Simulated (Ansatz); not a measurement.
Input for Ansatz (development build ahead of 0.2.0):

```yaml
crystal:
  periodic: [false, false, false]
  atoms:
    - { symbol: P, position_ang: [0.0, 0.0, -0.71873] }
    - { symbol: H, position_ang: [0.0, 0.0, 0.71873] }
basis:
  gaussian: { orbitals: def2-SVP }
magnetization:
  spin_polarized: true
  initial_magnetization: 2
hamiltonian:
  xc: hf
correlation:
  method: ccsd_t
  frozen_orbitals: { H: 0, P: 5 }
```

The input is written out in the form of the current development build from the run's settings.

Output:

```
Converged          : yes
Reference energy   : -341.17594 hartree
Correlation energy : -0.10444 hartree
Total energy       : -341.28038 hartree
Stability test     : minimum
```
